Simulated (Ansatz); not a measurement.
Relaxation of AlH$_{6}$SSi (9 atoms, charge 1, multiplicity 1), to a largest force component of 0.015 eV/Å in at most 40 steps.

The calculation used Ansatz 0.2.0, RKS PBE/STO-3G.

```xyz
9
Properties=species:S:1:pos:R:3:forces:R:3
Si -1.100 1.352 -1.070 0.64 -0.73 0.57
Al 0.724 -0.054 -0.315 0.83 0.16 -0.63
S 2.914 0.090 -1.606 -1.78 1.26 -0.55
H -2.202 0.432 -1.431 0.43 0.39 0.06
H -0.640 2.164 -2.213 -0.17 -0.25 0.37
H -1.482 2.177 0.098 0.16 -0.25 -0.51
H 1.463 -1.106 0.566 -0.91 0.49 -0.12
H 3.698 0.139 -0.519 0.65 0.00 0.88
H 3.076 -1.237 -1.727 0.16 -1.07 -0.07
```

Task: Where does it end, and by what steps?

Result: The run converged. Limits of this set-up: minimal basis, the dipole of an ion depends on the origin. After 4 steps the energy has fallen by 0.432 eV; H7 moved furthest, 0.31 Å.

```csv
step,energy less start (eV),largest force component (eV/Å),accepted
0,0.0000,1.776,yes
1,-0.3815,0.462,yes
2,-0.4181,0.133,yes
3,-0.4296,0.158,yes
4,-0.4317,0.012,yes
```

```xyz
9
Properties=species:S:1:pos:R:3
Si -0.955 1.268 -1.043
Al 0.778 -0.063 -0.332
S 2.744 0.173 -1.618
H -2.058 0.401 -1.431
H -0.530 2.080 -2.172
H -1.356 2.117 0.070
H 1.183 -1.094 0.696
H 3.644 0.242 -0.575
H 3.002 -1.168 -1.813
```

Whether the end is a true minimum wasn't checked by a vibrational analysis.

Run time: 22 s on 1 CPU thread of a shared host.
